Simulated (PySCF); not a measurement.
dimethyl ether cation (C2H6O), SMILES COC (connectivity only; charge and spin as stated), charge +1, multiplicity 2. Atoms are numbered in the order given.

```xyz
9

C      1.2253     0.0000     0.1885
O      0.0000     0.0000    -0.5034
C     -1.2253     0.0000     0.1885
H      1.0971     0.0000     1.2688
H      1.7747     0.8762    -0.1932
H      1.7747    -0.8762    -0.1932
H     -1.0971     0.0000     1.2688
H     -1.7747    -0.8762    -0.1932
H     -1.7747     0.8762    -0.1932
```
Charge +1, spin multiplicity 2.

Geometry optimised at ωB97X-D3(BJ)/def2-TZVP. The multiplicity is an assumed one; other spin states were not compared.

These are PySCF with ωB97X/def2-TZVPD values and carry that method's errors.

Mulliken values depend strongly on the basis, most of all with diffuse functions as here. ESP charges are fitted to the potential on shells at 1.4 to 2.0 van der Waals radii. Atomic charges (e):

| atom | Mulliken | meta-Löwdin | ESP fit | Mulliken spin |
|---|---|---|---|---|
| C1 | -0.55 | -0.12 | ? | 0.03 |
| O2 | 0.02 | 0.05 | ? | 0.71 |
| C3 | -0.55 | -0.12 | ? | 0.03 |
| H4 | 0.37 | 0.16 | ? | 0.00 |
| H5 | 0.34 | 0.21 | ? | 0.06 |
| H6 | 0.34 | 0.21 | ? | 0.06 |
| H7 | 0.37 | 0.16 | ? | 0.00 |
| H8 | 0.34 | 0.21 | ? | 0.06 |
| H9 | 0.34 | 0.21 | ? | 0.06 |

Fill in the missing entries. (Estimate from the structure and the level; the computed values follow.)


- C1, ESP fit: -0.18
- O2, ESP fit: 0.09
- C3, ESP fit: -0.18
- H4, ESP fit: 0.19
- H5, ESP fit: 0.23
- H6, ESP fit: 0.23
- H7, ESP fit: 0.19
- H8, ESP fit: 0.23
- H9, ESP fit: 0.23
